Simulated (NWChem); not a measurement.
System: SiH2 cation, doublet; SMILES of the neutral closed-shell parent [SiH2]

```xyz
3

Si     0.0000     0.0000     0.1781
H      1.2890     0.0000    -0.5704
H     -1.2890     0.0000    -0.5704
```
Atoms are numbered in this order, from 1.

Computed with NWChem. Spin-unrestricted. In the optimisation the excess spin sits in a1 (C2v, its own frame). The geometry was optimised at PBE0-D3(BJ)/def2-TZVP, spin-unrestricted. This spin state was assumed; another may lie lower. No stability test was run on the SCF state. Principal shifts from the free-electron g value, in parts per thousand; spin-orbit coupling by linear response on scalar ZORA.

Task: Estimate the computed values for PBE/x2c-TZVPall, ZORA. Quantities: Δg1 (ppt); Δg2 (ppt); Δg3 (ppt); isotropic Δg (ppt).

Result: Δg1 (ppt): -19.51
Δg2 (ppt): -0.16
Δg3 (ppt): 3.10
isotropic Δg (ppt): -5.52
